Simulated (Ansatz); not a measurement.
System: 2H WSe2. Method: r²SCAN+SOC (Ansatz, a quantum-chemistry and plane-wave program, plane waves, PAW).

Numerical settings: plane-wave cutoff 560 eV, 12×12×4 k mesh (along the axes of the cell as run), Fermi–Dirac smearing 0.01 eV, PAW data made under PBE.

Energies at three volumes about the minimum:

```tsv
V (Å³/atom)	E − E_lowest (meV/atom)
21.310	0.58
21.744	0.00
22.179	0.42
```

**Question.** Fit a parabola by hand: where is the minimum, and what is the bulk modulus?

**Answer.** Slopes: (0.00 − 0.58)/(21.744 − 21.310) = -1.336 and (0.42 − 0.00)/(22.179 − 21.744) = 0.966 meV/Å³. Curvature E″ = 2 × (0.966 − (-1.336))/(22.179 − 21.310) = 5.298 meV/Å⁶. From the middle of the first interval, the slope vanishes at V0 = 21.5270 − (-1.336)/5.298 = 21.779 Å³/atom. B = V0 E″ = 21.779 × 5.298 meV/Å³ × 0.1602 GPa per meV/Å³ = 18.5 GPa. The full Birch–Murnaghan fit to all volumes gives V0 = 21.750 Å³/atom and B0 = 18.4 GPa.

Shape and atoms are relaxed at each volume.

Measured, for comparison: bulk modulus 72 ± 1 GPa (room temperature, no zero-point or thermal correction; as tabulated in High-Pressure X-ray Diffraction Study of Tungsten Diselenide, J. Phys. Chem. …). Computed (rounded) less measured: bulk modulus -74 %.

Note: for a layered or molecular solid the relaxed cell lies over 5 % above the published volume, where the minimum can be shallow; the cell comes from a level without a dispersion term, which matters for the spacing of layers, chains or molecules; the bulk modulus comes from volumes at which shape and atoms were relaxed.
